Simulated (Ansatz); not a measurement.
Results of PBE0 (Ansatz, a program for electronic structure, PAW) for antifluorite Mg₂Ge.

Settings: plane-wave cutoff 460 eV, 8×8×8 k mesh, Fermi–Dirac smearing 0.01 eV, scalar-relativistic PAW data made under PBE.

Pressure at four volumes; x = ln(V/21.617 Å³). One pressure is withheld.

```tsv
V (Å³/atom)	x	P (GPa)
20.529	-0.0516	?
21.070	-0.0256	1.47
21.617	0.0000	-0.02
22.690	0.0484	-2.44
```

### Question
Pass a parabola P(x) through the three rows shown, estimate the bulk modulus and its pressure derivative near zero pressure, and predict the withheld pressure.

### Answer
Slopes between the rows: (-0.02 − (1.47))/(0.0000 − (-0.0256)) = -58.20 and (-2.44 − (-0.02))/(0.0484 − (0.0000)) = -50.00 GPa. Their difference over the span 0.0740 is c = 8.20/0.0740 = 110.8 GPa, so P(x) = 1.47 + (-58.20)(x − (-0.0256)) + 110.8 (x − (-0.0256))(x − (0.0000)). At the middle row B = −dP/dx = −[-58.20 + 110.8 × 0.0256] = 55.4 GPa, and B′ = dB/dP = 2c/B = 4.0. At x = -0.0516 the parabola gives 3.13 GPa; the run gives 3.14 GPa. The Birch–Murnaghan fit to the energies at all volumes has B0 = 55.1 GPa and B′ = 4.0.
